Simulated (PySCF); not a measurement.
# F3P: the cost of one run

The runs use PySCF 2.14.0, with density-fitted response routines of our own; the level of theory stands in each step. All values are computed, except where a source is named. Atoms count from 0, in the outputs and in this text.

**1. The starting structure**

4 atoms, charge 0, multiplicity 1; geometry from: GFN2-xTB.

Bonds of the start (Å): F0–P1 1.60, P1–F2 1.60, P1–F3 1.60.

**2. Geometry optimisation at PBE0-D3(BJ)/def2-TZVP**

Job settings and geometry (Å):

```
{"job": {"xc": "PBE0", "basis": "def2-TZVP", "d3": "d3bj", "grid": 2, "kind": "geom"}, "charge": 0, "multiplicity": 1}
F     -0.868700    -1.029340    -0.310040
P      0.003280    -0.007360     0.554880
F      1.326570    -0.230060    -0.312400
F     -0.463170     1.271280    -0.282200
```

Q: Estimate the wall time of this first job on 4 threads of Intel Xeon at 2.70GHz, shared host.

About 18 s.
